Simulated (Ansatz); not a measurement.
in.yaml

```yaml
crystal:
  periodic: [false, false, false]
  atoms:
    - {symbol: B, position_ang: [0.000000, 0.000000, 0.136455]}
    - {symbol: C, position_ang: [0.000000, 0.000000, -2.058658]}
    - {symbol: H, position_ang: [0.000000, 0.000000, 1.922203]}
basis:
  gaussian: {orbitals: 6-31G}
magnetization: {spin_polarized: true, initial_magnetization: 2}
correlation: {method: ccsdt_q, electrons: outside_noble_gas}
```

```sh
$ ansatz run in.yaml --threads 1 --pin off --events-out ev --progress --plain --max-ram 2393MiB
```

Log:

```
447 factors; integrals over basis functions are off by at most 1.1e-7 eV
mean field evaluation 1: about -1706.3225 eV, gradient 8.7e0 eV
mean field evaluation 2: about -1706.3231 eV, gradient 8.7e0 eV
mean field evaluation 4: about -1707.4821 eV, gradient 2.1e0 eV
mean field evaluation 8: about -1707.6427 eV, gradient 4.0e-1 eV
mean field evaluation 16: about -1707.7370 eV, gradient 3.1e-2 eV
mean field evaluation 32: about -1707.5502 eV, gradient 2.4e-1 eV
mean field evaluation 64: about -1706.2944 eV, gradient 6.7e-2 eV
mean field evaluation 96: about -1706.0196 eV, gradient 1.2e-1 eV
mean field evaluation 128: about -1706.4456 eV, gradient 9.3e-1 eV
mean field evaluation 160: about -1704.3060 eV, gradient 5.7e0 eV
...
cycle  21  -3.82087744 eV  change    2.8e-5 eV  update   2.3e-5
cycle  22  -3.82083812 eV  change    3.9e-5 eV  update   1.5e-5
cycle  23  -3.82080632 eV  change    3.2e-5 eV  update   8.9e-6
cycle  24  -3.82080338 eV  change    2.9e-6 eV  update   5.4e-6
cycle  25  -3.82080624 eV  change   -2.9e-6 eV  update   3.7e-6
cycle  26  -3.82080847 eV  change   -2.2e-6 eV  update   2.7e-6
cycle  27  -3.82081172 eV  change   -3.2e-6 eV  update   2.0e-6
cycle  28  -3.82081251 eV  change   -8.0e-7 eV  update   1.5e-6
cycle  29  -3.82081320 eV  change   -6.8e-7 eV  update   1.1e-6
cycle  30  -3.82081376 eV  change   -5.6e-7 eV  update   6.7e-7
perturbative correction -0.03302323 eV, -0.0012135814 hartree
Total energy: -1711.59087403 eV, -62.8998044626 hartree
```

For the same geometry and basis full CI lies 21.7 meV higher.

Ran on 1 thread of Intel Xeon Platinum 8488C, shared host: 4 s wall, 0.17 GiB peak host memory.
